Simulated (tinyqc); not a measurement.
Pariser-Parr-Pople SCF with singles CI, for the molecule N=c1cc1C=O (SMILES; centres numbered as the heavy atoms are written), step by step. One step of it, computed by the program tinyqc.

Question. Iteration 1: Fock matrix. F_rr = H_rr + P_rr gamma_rr / 2 + sum_(s != r) P_ss gamma_rs; F_rs = H_rs - P_rs gamma_rs / 2; E = tr P (H + F) / 2 + core repulsion sum_(r<s) z_r z_s gamma_rs.

P at the start:
```
           1N         2C         3C         4C         5C         6O
1N   1.426909   0.777877  -0.264723  -0.289846  -0.095519   0.222360
2C   0.777877   0.899696   0.463958   0.397035  -0.053188  -0.095519
3C  -0.264723   0.463958   0.828832   0.746357  -0.026762  -0.357214
4C  -0.289846   0.397035   0.746357   0.868994   0.423797   0.067368
5C  -0.095519  -0.053188  -0.026762   0.423797   1.019807   0.898518
6O   0.222360  -0.095519  -0.357214   0.067368   0.898518   0.955762
```

core matrix H (eV):
```
            1N          2C          3C          4C          5C          6O
1N  -37.880663   -2.230000    0.000000    0.000000    0.000000    0.000000
2C   -2.230000  -42.419086   -2.120000   -2.120000    0.000000    0.000000
3C    0.000000   -2.120000  -40.004752   -2.120000    0.000000    0.000000
4C    0.000000   -2.120000   -2.120000  -44.082514   -2.120000    0.000000
5C    0.000000    0.000000    0.000000   -2.120000  -40.010265   -2.230000
6O    0.000000    0.000000    0.000000    0.000000   -2.230000  -41.696903
```

repulsion gamma_rs (eV):
```
           1N         2C         3C         4C         5C         6O
1N  12.300000   7.729249   4.846822   4.847334   3.584026   2.773231
2C   7.729249  11.130000   7.554351   7.553758   4.802277   3.619451
3C   4.846822   7.554351  11.130000   7.555349   4.803709   4.084521
4C   4.847334   7.553758   7.555349  11.130000   7.553313   5.412760
5C   3.584026   4.802277   4.803709   7.553313  11.130000   8.106939
6O   2.773231   3.619451   4.084521   5.412760   8.106939  15.200000
```

Centres (angstrom, eV; a flat drawing with bonds scaled to 1.40 angstrom):
```
centre          x          y  core charge z          W   gamma_rr
1N       2.438000  -0.652000              1  14.100000  12.300000
2C       1.221000   0.040000              1  11.160000  11.130000
3C       0.512000   1.247000              1  11.160000  11.130000
4C      -0.179000   0.030000              1  11.160000  11.130000
5C      -1.387000  -0.678000              1  11.160000  11.130000
6O      -2.604000   0.013000              1  17.700000  15.200000
```

Give: F; pi energy.

Answer.

F (eV):
```
        1N      2C      3C      4C      5C       6O
1N  -7.616  -5.236   0.642   0.702   0.171   -0.308
2C  -5.236  -5.201  -3.872  -3.620   0.128    0.173
3C   0.642  -3.872  -6.311  -4.939   0.064    0.730
4C   0.702  -3.620  -4.939  -6.395  -3.721   -0.182
5C   0.171   0.128   0.064  -3.721  -6.607   -5.872
6O  -0.308   0.173   0.730  -0.182  -5.872  -10.863
```

pi energy = -85.716 eV
